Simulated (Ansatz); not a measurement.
A nudged elastic band was laid between two geometries of CH5Si2 (8 atoms, charge -1, multiplicity 1).

Level of theory: RKS B3LYP-D4/def2-SVP in Ansatz 0.2.0.

```
movable images  : 7
climbing image  : yes
spring          : 5.0 eV/Å²
optimiser       : quadratic models (default)
start path      : through a guess of the saddle point
force threshold : 0.03 eV/Å
iteration limit : 60
end points      : relaxed
```

Image 0:

```xyz
8
Properties=species:S:1:pos:R:3
Si -1.570 1.235 -0.686
C -0.220 0.061 -0.655
Si 0.649 -0.395 0.877
H -1.868 1.206 -2.229
H 0.140 -0.437 -1.570
H 0.107 0.323 2.084
H 2.147 -0.126 0.914
H 0.615 -1.867 1.264
```

Image 8:

```xyz
8
Properties=species:S:1:pos:R:3
Si -0.339 1.456 -1.493
C -0.523 0.009 -0.456
Si 0.645 -0.396 0.879
H -1.603 1.249 -2.405
H -1.357 -0.701 -0.585
H 0.063 -0.493 2.283
H 1.756 0.612 1.002
H 1.358 -1.737 0.774
```

Question: What changes between the two ends?

Answer: No bond is made or broken. The dihedral Si1–C2–Si3–H7 goes from -121 to 0°. The two ends are copies of one structure, up to a mirror image or an exchange of like atoms.

Question: What energy profile does the band end with?

Answer: It converged. The highest image is number 4 of 0 to 8, 0.091 eV above the ends, which have the same energy within 2 meV. A vibrational analysis at the climbing image gives one clearly imaginary mode, 167i cm⁻¹: a first-order saddle point. Limits of this set-up: an anion without diffuse functions, the dipole of an ion depends on the origin.

```csv
image,path coordinate (Å),energy (eV),dihedral Si1–C2–Si3–H7 (°)
0,0.00,0.000,-121
1,0.37,0.013,-105
2,0.75,0.044,-90
3,1.12,0.077,-75
4,1.50,0.091,-61
5,1.87,0.077,-46
6,2.25,0.045,-31
7,2.63,0.013,-15
8,3.00,0.000,0
```

Question: What is the geometry of the highest image?

Answer: 
```xyz
8
Properties=species:S:1:pos:R:3
Si -1.024 1.605 -0.986
C -0.366 -0.009 -0.588
Si 0.649 -0.369 0.888
H -1.765 1.236 -2.319
H -0.544 -0.887 -1.228
H 0.019 -0.117 2.243
H 1.969 0.367 1.019
H 1.063 -1.827 0.970
```

Question: What are the harmonic wavenumbers there?

Answer: 167i, 185, 308, 587, 658, 662, 723, 860, 916, 950, 972, 1001, 1085, 1807, 2049, 2068, 2098, 3075 cm⁻¹.

The band took 11 iterations and roughly 100 core-seconds.

Run time: 97 s on 1 thread of Intel(R) Xeon(R) 6975P-C (Granite Rapids) (shared host), peak memory 0.15 GiB.
